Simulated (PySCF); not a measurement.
Compound: C2Cl4.
SMILES: `C(=C(Cl)Cl)(Cl)Cl`

Computed, not measured: TDDFT CAM-B3LYP/def2-SVPD, vertical, gas phase, core orbitals frozen in the response in PySCF. Geometry: GFN2-xTB; no solvent, vibrations or thermal averaging.

Orbital energies (eV): HOMO-3 -11.47, HOMO-2 -11.20, HOMO-1 -10.36, HOMO -8.75, LUMO -0.08, LUMO+1 0.50, LUMO+2 0.76.

Lowest singlets, with some entries withheld (?).

| state | E (eV) | f | main configurations (H = HOMO, L = LUMO) |
| --- | --- | --- | --- |
| S1 | 5.48 | 0.0000 | H→L+1 (92%) |
| S2 | 6.01 | 0.406 | H→L (97%) |
| S3 | 6.09 | 0.0002 | H→L+2 (88%) |
| S4 | 6.20 | 0.0000 | H→L+3 (88%) |
| S5 | ? | 0.0000 | H-1→L (100%) |
| S6 | ? | 0.044 | H→L+4 (92%) |
| S7 | ? | 0.013 | H-1→L+1 (85%) |
| S8 | ? | 0.0000 | H-1→L+2 (61%), H-3→L+3 (14%), H-5→L+1 (12%) |

Question: What stands in place of each question mark?

Answer: 
- S5: E = 6.66 eV
- S6: E = 7.18 eV
- S7: E = 7.39 eV
- S8: E = 7.53 eV

Question: Where do the lowest triplets lie (Tamm–Dancoff)?

Answer: T1 3.59 eV, H→L (94%); T2 5.06 eV, H→L+1 (88%); T3 5.63 eV, H→L+3 (83%). E(S1) − E(T1) = +1.90 eV.

Question: How far apart are S4 and S5, in eV and cm⁻¹?

Answer: 6.655 − 6.205 = 0.450 eV, or about 3630 cm⁻¹.

Question: What is the mean static polarisability from the same response equations?

Answer: 81.0 au (12.00 Å³), with principal values 53.4, 90.1 and 99.3 au.
